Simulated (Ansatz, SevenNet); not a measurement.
Voigt–Reuss–Hill bulk modulus (GPa) of solids drawn from the class of tetrahedrally bonded semiconductors and semimetals, at two levels: the machine-learned potential SevenNet-l3i5 (trained on PBE and PBE+U data), and r²SCAN (plane waves, PAW; Ansatz, a program for electronic structure).

```csv
solid,SevenNet-l3i5,r²SCAN
2H-SiC,216,228
wurtzite CdS,53.2,60.3
wurtzite BN (high-pressure phase),380,?
wurtzite GaN,175,197
wurtzite ZnO,132,150
wurtzite AlN,198,211
```

Question: Estimate the withheld r²SCAN value from the other rows.

Answer: One way: carry over the typical ratio. The ratios r²SCAN / SevenNet-l3i5 of the other rows, in order: 1.056, 1.066, 1.126, 1.133, 1.136; median 1.126. Wurtzite BN (high-pressure phase): 380 × 1.126 = 428 GPa; the run gives 392 GPa. The ratios spread from 1.056 to 1.136, so such an estimate is rough. Wurtzite BN (high-pressure phase) lies outside that spread.

Over all 6 rows r²SCAN is the larger in 6.

Ansatz's runs of these crystals have no spin polarisation.

Each level is taken at its own relaxed cell. Ansatz's density-functional and Hartree–Fock values are scalar-relativistic unless marked +SOC, with PAW data made under PBE.
